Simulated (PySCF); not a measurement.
# How far are cheaper levels from CCSD(T)/CBS for NaSi?

PySCF; the state is a quartet (σ ↑, π ↑↑). The composite is CCSD(T) extrapolated to the basis-set limit from two correlation-consistent sets, with core-valence (CV) and scalar-relativistic (SR) terms as its label shows; it has no spin–orbit coupling and nothing beyond (T). Here it is CCSD(T)/CBS(DT)+CV+SR. It gives Re = 2.700 Å, ωe = 264 cm⁻¹ and De = 1.47 eV to Na + Si.

```
    level          basis     relativity  Re (Å)  ωe (cm⁻¹)  De (eV)
      UHF     6-31G(d,p)  no relativity   2.740        257     0.93
  UHF-MP2     6-31G(d,p)  no relativity   2.707        274     1.26
 UHF-CCSD      def2-SVPD  no relativity   2.740        256     1.31
      PBE      def2-SVPD  no relativity   2.721        245     1.48
     PW91  jorge-DZP-DKH  spin-free X2C   2.720        246     1.47
     PW91    6-311G(d,p)  no relativity   2.720        246     1.46
   r²SCAN      def2-SVPD  no relativity   2.718        256     1.61
     PBE0      def2-TZVP  no relativity   2.698        257     1.44
    HSE06  jorge-DZP-DKH  spin-free X2C   2.710        253     1.40
BHandHLYP   x2c-TZVPPall  spin-free X2C   2.689        258     1.14
```

Task: Give the difference of each row from the composite.

Result: 

| level | basis | ΔRe (pm) | Δωe (%) | ΔDe (eV) |
| --- | --- | --- | --- | --- |
| UHF | 6-31G(d,p) | +4.0 | -2.7 | -0.54 |
| UHF-MP2 | 6-31G(d,p) | +0.7 | +3.8 | -0.21 |
| UHF-CCSD | def2-SVPD | +4.0 | -3.0 | -0.16 |
| PBE | def2-SVPD | +2.1 | -7.2 | +0.01 |
| PW91 | jorge-DZP-DKH | +2.0 | -6.8 | +0.00 |
| PW91 | 6-311G(d,p) | +2.0 | -6.8 | -0.01 |
| r²SCAN | def2-SVPD | +1.8 | -3.0 | +0.14 |
| PBE0 | def2-TZVP | -0.2 | -2.7 | -0.03 |
| HSE06 | jorge-DZP-DKH | +1.0 | -4.2 | -0.07 |
| BHandHLYP | x2c-TZVPPall | -1.1 | -2.3 | -0.33 |

Task: Which rows come closest in De?

Result: PBE in def2-SVPD (+0.01 eV); PW91 in jorge-DZP-DKH (+0.00 eV); PW91 in 6-311G(d,p) (-0.01 eV), counted from the composite.

Correlated steps freeze 6 core orbitals. Correlated levels converge slowly with the basis: in double zeta they bind strong bonds too weakly, by up to about 1 eV, and carry superposition errors of some tenths. The state was picked by a PBE0 search and need not be the measured ground state.
